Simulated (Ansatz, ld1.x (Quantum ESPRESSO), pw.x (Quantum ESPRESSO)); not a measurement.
pw.x on sc Se: one setting changed

Potential: PAW, ld1.x (Quantum ESPRESSO) 7.5, LDA (PW92); core [Ar] 3d10, reference 4s2 4p4; waves: 4s (bound): rcut 1.54, rcutus 1.82 bohr; 4s channel at 3.4 Ry: rcut 1.54, rcutus 1.82 bohr; 4p (bound): rcut 1.60, rcutus 1.82 bohr; 4p channel at 0.05 Ry: rcut 1.60, rcutus 1.82 bohr; 4d channel at 0.35 Ry: rcut 1.54, rcutus 1.82 bohr; local part: all-electron potential smoothed inside 1.60 bohr (lloc = -2); core correction: none; augmentation: PSQ, inside the norm-conserving radii.

The reference run (k-mesh 12³, cutoffs 40/320 Ry, Fermi–Dirac 0.01 Ry, mixing_beta 0.4, conv_thr 1e-9, no spin) gives -0.72 GPa at 21.385 Å³/atom, where all-electron LAPW gives -0.42 GPa. This run, with its own iteration cap, changes nbnd to 15.

```
&control
  calculation='scf', prefix='x', pseudo_dir='./', outdir='./tmp', tstress=.true., disk_io='none'
/
&system
  ibrav=0, nat=1, ntyp=1, ecutwfc=40, ecutrho=320, nbnd=15,
  occupations='smearing', smearing='fd', degauss=0.01
/
&electrons
  conv_thr=1e-09, mixing_beta=0.4, electron_maxstep=60
/
ATOMIC_SPECIES
Se 1.0 Se.UPF
CELL_PARAMETERS angstrom
  2.77568227 0.00000000 0.00000000
  0.00000000 2.77568227 0.00000000
  0.00000000 0.00000000 2.77568227
ATOMIC_POSITIONS crystal
Se 0.0000 0.0000 0.0000
K_POINTS automatic
12 12 12 0 0 0
```

```bash
pw.x < Se.scf.in > Se.scf.out
```

Problem. How does the run end?

Solution. It converges in 6 iterations; the free energy moves by +0.0 meV/atom and the pressure by +0.00 GPa. The result is that of the reference run.

```
Message from routine setup:
     using ibrav=0 with symmetry is DISCOURAGED, use correct ibrav instead
     lattice parameter (alat)  =       5.2453  a.u.
     unit-cell volume          =     144.3131 (a.u.)^3
     number of electrons       =         6.00
     number of Kohn-Sham states=           15
     kinetic-energy cutoff     =      40.0000  Ry
     charge density cutoff     =     320.0000  Ry
     scf convergence threshold =      1.0E-09
     Exchange-correlation= SLA  PW   NOGX NOGC
     number of k points=    84  Fermi-Dirac smearing, width (Ry)=  0.0100
     iteration #  1     ecut=    40.00 Ry     beta= 0.40
     total energy              =    -182.88950446 Ry
     estimated scf accuracy    <       0.00131945 Ry
     iteration #  2     ecut=    40.00 Ry     beta= 0.40
     total energy              =    -182.88947040 Ry
     estimated scf accuracy    <       0.00046641 Ry
     iteration #  3     ecut=    40.00 Ry     beta= 0.40
     total energy              =    -182.88947199 Ry
     estimated scf accuracy    <       0.00000009 Ry
     iteration #  4     ecut=    40.00 Ry     beta= 0.40
     total energy              =    -182.88947203 Ry
     estimated scf accuracy    <          8.8E-09 Ry
     iteration #  5     ecut=    40.00 Ry     beta= 0.40
     total energy              =    -182.88947202 Ry
     estimated scf accuracy    <          2.8E-09 Ry
     iteration #  6     ecut=    40.00 Ry     beta= 0.40
     the Fermi energy is     7.7777 ev
!    total energy              =    -182.88947202 Ry
     estimated scf accuracy    <          5.3E-12 Ry
     smearing contrib. (-TS)   =      -0.00226230 Ry
     The total energy is F=E-TS. E is the sum of the following terms:
     one-electron contribution =       4.83573885 Ry
     hartree contribution      =       1.19407707 Ry
     xc contribution           =      -4.06737654 Ry
     ewald contribution        =     -19.47326414 Ry
     one-center paw contrib.   =    -165.37638497 Ry
     convergence has been achieved in   6 iterations
          total   stress  (Ry/bohr**3)                   (kbar)     P=       -7.16
     Message from routine punch:
     Nothing written, as per user request (disk_io='none')
```

The run took about 6.9 s on one core of a shared host (Neoverse-V2, 96 threads, 371 GiB, load 23).
